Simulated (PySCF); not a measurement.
Compound: CH4O3S.
SMILES: `CS(=O)(=O)O`

Method: EOM-IP-CCSD/aug-cc-pVDZ in PySCF, restricted Hartree–Fock reference, frozen core, non-relativistic, gas phase, PBE0-D3(BJ)/def2-SVP geometry.

Hartree–Fock orbital energies give these Koopmans values (eV): HOMO 13.15, HOMO-1 13.32, HOMO-2 13.85, HOMO-3 14.33, HOMO-4 15.59, HOMO-5 16.73, HOMO-6 17.00, HOMO-7 17.76.

Q: What vertical ionisation energies does EOM-IP-CCSD give?

A: 
```json
{"leading hole (HF orbital)": "HOMO", "Koopmans (eV)": "13.15", "EOM-IP-CCSD (eV)": "11.42", "change (eV)": "-1.73", "one-hole share": "0.94"}
{"leading hole (HF orbital)": "HOMO-1", "Koopmans (eV)": "13.32", "EOM-IP-CCSD (eV)": "11.75", "change (eV)": "-1.57", "one-hole share": "0.95"}
{"leading hole (HF orbital)": "HOMO-2", "Koopmans (eV)": "13.85", "EOM-IP-CCSD (eV)": "11.96", "change (eV)": "-1.89", "one-hole share": "0.94"}
{"leading hole (HF orbital)": "HOMO-3", "Koopmans (eV)": "14.33", "EOM-IP-CCSD (eV)": "12.58", "change (eV)": "-1.75", "one-hole share": "0.94"}
{"leading hole (HF orbital)": "HOMO-4", "Koopmans (eV)": "15.59", "EOM-IP-CCSD (eV)": "13.49", "change (eV)": "-2.10", "one-hole share": "0.94"}
{"leading hole (HF orbital)": "HOMO-5", "Koopmans (eV)": "16.73", "EOM-IP-CCSD (eV)": "15.19", "change (eV)": "-1.54", "one-hole share": "0.94"}
{"leading hole (HF orbital)": "HOMO-6", "Koopmans (eV)": "17.00", "EOM-IP-CCSD (eV)": "15.70", "change (eV)": "-1.30", "one-hole share": "0.95"}
{"leading hole (HF orbital)": "HOMO-7", "Koopmans (eV)": "17.76", "EOM-IP-CCSD (eV)": "16.12", "change (eV)": "-1.64", "one-hole share": "0.95"}
```

Q: Does the order of the lines follow the orbital energies?

A: Yes, no two lines change places. The corrections run from -2.10 to -1.30 eV, with a mean of -1.69 eV over the 8 lines; no line lies above its Koopmans value.

Q: At what kinetic energies would He I light (21.22 eV) eject these electrons?

A: 9.80 eV (HOMO), 9.47 eV (HOMO-1), 9.26 eV (HOMO-2), 8.64 eV (HOMO-3), 7.73 eV (HOMO-4), 6.03 eV (HOMO-5), 5.52 eV (HOMO-6), 5.10 eV (HOMO-7).

One root was sought for each valence orbital with −ε under 21 eV, eight at most, so deeper holes and satellites are missing; no vibrational structure.

Time: 6.2 min. Hardware: Arm Neoverse V1, one thread, on a shared host.

The values belong to the conformer `[CH3:1][S:2](=[O:3])(=[O:4])[OH:5]`: H–O5–S2–C1 118°.
